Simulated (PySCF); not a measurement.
**NH, CCSD(T): how much the basis matters**

PySCF, UHF reference; triplet, unpaired electrons π ↑↑; De to H + N without counterpoise correction. Frozen cores follow the default of each basis and core potential.

```json
{"basis": "pcseg-1", "relativity": "no relativity", "functions": "19", "Re (Å)": "1.048", "ωe (cm⁻¹)": "3264", "De (eV)": "3.18", "frozen orbitals": "1"}
{"basis": "jorge-DZP-DKH", "relativity": "spin-free X2C", "functions": "20", "Re (Å)": "1.059", "ωe (cm⁻¹)": "3215", "De (eV)": "3.10", "frozen orbitals": "1"}
{"basis": "pcseg-2", "relativity": "no relativity", "functions": "44", "Re (Å)": "1.038", "ωe (cm⁻¹)": "3282", "De (eV)": "3.46", "frozen orbitals": "1"}
{"basis": "def2-TZVPP", "relativity": "no relativity", "functions": "45", "Re (Å)": "1.039", "ωe (cm⁻¹)": "3271", "De (eV)": "3.45", "frozen orbitals": "1"}
{"basis": "def2-TZVPPD", "relativity": "no relativity", "functions": "54", "Re (Å)": "1.039", "ωe (cm⁻¹)": "3273", "De (eV)": "3.47", "frozen orbitals": "1"}
```

Task: How does each smaller set differ from the one with most functions, def2-TZVPPD?

Result: pcseg-1: +0.9 pm, -0.3 % in ωe, -0.29 eV in De; jorge-DZP-DKH: +2.0 pm, -1.8 % in ωe, -0.37 eV in De; pcseg-2: -0.1 pm, +0.3 % in ωe, -0.01 eV in De; def2-TZVPP: +0.0 pm, -0.1 % in ωe, -0.02 eV in De. All at CCSD(T); the set with most functions is neither the basis-set limit nor always the best. The rows treat relativity differently, so the differences are not basis effects alone.

Measured (Huber and Herzberg, Constants of Diatomic Molecules (1979)): Re = 1.03621 Å, ωe = 3282.27 cm⁻¹. Correlated steps freeze 1 core orbital. Correlated levels converge slowly with the basis: in double zeta they bind strong bonds too weakly, by up to about 1 eV, and carry superposition errors of some tenths. The state was picked by a PBE0 search and need not be the measured ground state.
